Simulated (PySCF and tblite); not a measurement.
The numbers below are computed, except where a source is named.
C₅H₈O, numbered as in [CH:1]#[C:2][CH2:3][CH2:4][O:5][CH3:6]. Level: PBE0-D3(BJ)/def2-TZVP//PBE0-D3(BJ)/def2-SVP, thermal terms from GFN2-xTB, symmetry numbers and mirror pairs counted. Conformers within 4 kcal/mol (GFN2-xTB free energy) were kept, 7 at most. GIAO shieldings: PBE0/pcSseg-1. Shifts are against TMS (¹H), TMS (¹³C) at the same level. (PySCF 2.14, tblite 0.8.)

Torsions listed: C2–C3–C4–O5, C3–C4–O5–C6. Of a mirror pair one member is shown.

```
conformer         shape  point group  mirror pair  ΔE(DFT)  Δ(G−E) at 298.15 K  δ C2 (ppm)
        1  -179°, -179°           Cs           no     0.00                0.00        83.5
        2    -66°, 176°           C1          yes     0.97                0.04        86.2
        3   -178°, -78°           C1          yes     1.12                0.19        83.4
        4      54°, 66°           C1          yes     1.86                0.27        84.2
        5     78°, -78°           C1          yes     1.88                0.38        88.7
```

Energies in kcal/mol; the thermal term leaves out symmetry numbers and mirror images.

**Question.** Work out the weights at 298.15 K and the ¹³C shift of C2 under fast exchange.

**Answer.** RT = 0.592 kcal/mol. Each conformer gets RT ln(σ/g), with σ the rotational symmetry number and g = 2 for a mirror pair: 1: σ = 1, g = 1, G = 0.00 + 0.00 + 0.00 = 0.00, 0.00 above the lowest, exp(−ΔG/RT) = 1.000; 2: σ = 1, g = 2, G = 0.97 + 0.04 − 0.41 = 0.60, 0.60 above the lowest, exp(−ΔG/RT) = 0.364; 3: σ = 1, g = 2, G = 1.12 + 0.19 − 0.41 = 0.90, 0.90 above the lowest, exp(−ΔG/RT) = 0.219; 4: σ = 1, g = 2, G = 1.86 + 0.27 − 0.41 = 1.72, 1.72 above the lowest, exp(−ΔG/RT) = 0.055; 5: σ = 1, g = 2, G = 1.88 + 0.38 − 0.41 = 1.85, 1.85 above the lowest, exp(−ΔG/RT) = 0.044. The sum is 1.682, so the weights are 59.4, 21.7, 13.0, 3.3, 2.6 %. The averaged shift is 84.2 ppm. At 298.15 K the leading conformer alone gives 83.5 ppm and bare DFT energies give 84.0 ppm.
